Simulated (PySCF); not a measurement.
# C5H7F: the cost of one run

Computed with PySCF 2.14.0, with density-fitted response routines of our own, on a single molecule in the gas phase. Atoms count from 0, in the outputs and in this text.

## Step 1: The starting structure

13 atoms, charge 0, multiplicity 1; geometry from: GFN2-xTB. The atoms were then displaced at random by about 0.01 Å, so the start is not that level's minimum.

Bonds of the start (Å): F0–C1 1.31, C1–C2 1.30, C2–C3 1.52, C3–C4 1.58, C4–C5 1.54, C5–C1 1.49, C2–H6 1.09, C3–H7 1.08, C3–H8 1.09, C4–H9 1.07, C4–H10 1.11, C5–H11 1.08, C5–H12 1.11.

## Step 2: Relaxing the molecule at PBE0-D3(BJ)/def2-SVP

The job: settings as JSON, then the geometry in Å.

```
{"job": {"xc": "PBE0", "basis": "def2-SVP", "d3": "d3bj", "grid": 1, "shake": 0.01, "kind": "geom"}, "charge": 0, "multiplicity": 1}
F     -1.405400     2.189030    -0.242030
C     -0.624840     1.141410    -0.126230
C      0.656840     1.171970     0.116020
C      1.262390    -0.216790     0.157840
C     -0.026400    -1.126720     0.151390
C     -1.189560    -0.222750    -0.306060
H      1.295420     2.046110     0.263680
H      1.867160    -0.393650    -0.724320
H      1.849770    -0.380410     1.060530
H      0.099580    -1.992850    -0.468980
H     -0.225460    -1.478150     1.182980
H     -1.431480    -0.392490    -1.348040
H     -2.122200    -0.361610     0.272880
```

Started as:

```console
$ OMP_NUM_THREADS=1 python probes_run.py task.json out
```

The driver reads the jobs from task.json and runs them one after another.

**Question.** How long does this first job take on 1 thread of Arm Neoverse N1, shared host, and how much memory does it need?

About 35 s, with a peak of 0.5 GiB.
